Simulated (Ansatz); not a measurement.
# CCSDT(Q)/B/6-311+G(d,p) (Cartesian d past Ne) run of AlH3 (SMILES [AlH3])

What is the energy difference between two shapes of AlH3 at CCSDT(Q)/B/6-311+G** (Cartesian d past Ne)? 

Program for the calculation: Ansatz 0.2.0.

**1. The molecule**

AlH3: 4 atoms, total charge 0, spin state singlet. As SMILES, `[AlH3]`. Geometry: relaxed at PBE0-D4/def2-TZVP.

Bond lengths: Al1–H2 1.586 Å, Al1–H3 1.586 Å, Al1–H4 1.586 Å. Angles: H2–Al1–H3 120.0°, H2–Al1–H4 120.0°, H3–Al1–H4 120.0°.

**2. Energy and gradient at CCSDT(Q)/B/6-311+G(d,p) (Cartesian d past Ne)**

input.yaml reads:

```yaml
crystal:
  periodic: [false, false, false]
  atoms:
    - {symbol: Al, position_ang: [0.013700, -0.014800, -0.005100]}
    - {symbol: H, position_ang: [0.633200, 0.670900, 1.283600]}
    - {symbol: H, position_ang: [-1.340800, -0.832000, 0.105100]}
    - {symbol: H, position_ang: [0.749400, 0.115700, -1.403900]}
basis:
  gaussian:
    orbitals: 6-311+G_st__st_.json
    symmetry_tolerance_ang: 0.05
total_charge: 0
correlation:
  method: ccsdt_q_b
accuracy: high
output:
  forces: true
```

The basis set 6-311+G** is read from a file made from the Basis Set Exchange's data (not shown).

Started as:

```
ansatz run input.yaml --threads 1 --pin off --max-ram 2610MiB --events-out events.jsonl --progress --plain --runs-dir runs
```

Standard output, shortened:

```text
Warning: RAYON_NUM_THREADS=1 ignored (pool sized by the plan → 1); use --threads N
Functional definition: HF
  name "HF"
[...]
807 factors; integrals over basis functions are off by at most 4.2e-9 eV
[...]
mean field -6629.72956968 eV, -243.6380678937 hartree, gradient 3.6e-8 eV, S^2 0.000000; 0 other end points of the search recorded, 0 dependent functions left out
5 core orbitals not correlated: weight in the atoms' cores, before any rotation towards them, 1.000 or more for the frozen orbitals, at most 0.000 for the correlated occupied ones
reference -6629.72956968 eV, -243.6380678937 hartree; 3, 3 occupied and 41, 41 virtual orbitals, 807 factors
second order -2.15409348 eV of doubles, -0.00000000 eV of singles
cycle   1  -2.59555975 eV  change   -4.4e-1 eV  update   5.1e-2
[...]
cycle  18  -2.81247204 eV  change   3.1e-10 eV  update  3.4e-10
perturbative correction -0.00062805 eV, -0.0000230804 hartree
[...]
Total energy: -6632.54266977 eV, -243.7414474152 hartree
Atom 0 at     0.013700    -0.014800    -0.005100 Å, force    -0.000149    -0.000165    -0.000309 eV/Å
Atom 1 at     0.633200     0.670900     1.283600 Å, force    -0.042894    -0.047518    -0.089259 eV/Å
Atom 2 at    -1.340800    -0.832000     0.105100 Å, force     0.094053     0.056728    -0.007579 eV/Å
Atom 3 at     0.749400     0.115700    -1.403900 Å, force    -0.051010    -0.009045     0.097147 eV/Å
Dipole moment:     0.000012     0.000013     0.000025 e Å
```

It took 53 s on 1 thread of Arm Neoverse V2, shared host; peak memory 1.3 GiB.

**3. The distorted shape, same level**

input.yaml reads:

```yaml
crystal:
  periodic: [false, false, false]
  atoms:
    - {symbol: Al, position_ang: [0.075171, -0.054369, -0.091300]}
    - {symbol: H, position_ang: [0.517828, 0.680222, 1.269396]}
    - {symbol: H, position_ang: [-1.331038, -0.843813, 0.040412]}
    - {symbol: H, position_ang: [0.643222, 0.139511, -1.347681]}
basis:
  gaussian:
    orbitals: 6-311+G_st__st_.json
    symmetry_tolerance_ang: 0.05
total_charge: 0
correlation:
  method: ccsdt_q_b
accuracy: high
output:
  forces: true
```

The basis set 6-311+G** is read from a file made from the Basis Set Exchange's data (not shown).

Started as:

```
ansatz run input.yaml --threads 1 --pin off --max-ram 2610MiB --events-out events.jsonl --progress --plain --runs-dir runs
```

Standard output, shortened:

```text
Warning: RAYON_NUM_THREADS=1 ignored (pool sized by the plan → 1); use --threads N
[... 2 set-up lines as earlier in the session ...]
[...]
816 factors; integrals over basis functions are off by at most 3.6e-9 eV
[...]
mean field -6629.34433755 eV, -243.6239108740 hartree, gradient 7.9e-8 eV, S^2 0.000000; 0 other end points of the search recorded, 0 dependent functions left out
5 core orbitals not correlated: weight in the atoms' cores, before any rotation towards them, 1.000 or more for the frozen orbitals, at most 0.000 for the correlated occupied ones
reference -6629.34433755 eV, -243.6239108740 hartree; 3, 3 occupied and 41, 41 virtual orbitals, 816 factors
second order -2.17056731 eV of doubles, -0.00000000 eV of singles
cycle   1  -2.61592496 eV  change   -4.5e-1 eV  update   5.0e-2
[...]
cycle  19  -2.82938399 eV  change   2.7e-10 eV  update  6.0e-10
perturbative correction -0.00057243 eV, -0.0000210366 hartree
[...]
Total energy: -6632.17429397 eV, -243.7279098543 hartree
Atom 0 at     0.075171    -0.054369    -0.091300 Å, force    -2.403072    -0.282006     3.805552 eV/Å
Atom 1 at     0.517828     0.680222     1.269396 Å, force     0.168706    -0.212097    -0.372684 eV/Å
Atom 2 at    -1.331038    -0.843813     0.040412 Å, force     0.469582     0.046302    -0.095824 eV/Å
Atom 3 at     0.643222     0.139511    -1.347681 Å, force     1.764784     0.447801    -3.337044 eV/Å
Dipole moment:     0.151834    -0.048517    -0.087714 e Å
```

Wall time 54 s (1 thread of Arm Neoverse V2, shared host); peak memory 1.3 GiB.

**4. What came out**

At CCSDT(Q)/B/6-311+G** (Cartesian d past Ne), 5 core orbitals frozen:

| quantity | value |
| --- | --- |
| first shape: total energy | -243.74145 Eh |
| first shape: dipole moment (correlated density) | 0.00 D |
| first shape: correlation energy (5 core orbitals frozen) | -103.4 mEh |
| first shape: T1 diagnostic | 0.009 |
| first shape: largest force on an atom | 0.110 eV/Å |
| distorted shape: total energy | -243.72791 Eh |
| distorted shape: dipole moment (correlated density) | 0.87 D |
| distorted shape: correlation energy (5 core orbitals frozen) | -104.0 mEh |
| distorted shape: T1 diagnostic | 0.009 |
| distorted shape: largest force on an atom | 4.510 eV/Å |
| energy change with the atoms displaced | 0.368 eV |

With the atoms displaced the energy rises by 0.37 eV (8.5 kcal/mol). The first shape isn't relaxed at this level, so the change isn't measured from a minimum. Mulliken charges (distorted shape) run from -0.26 on H3 to +0.76 on Al1; in a basis this large or diffuse they mean little.
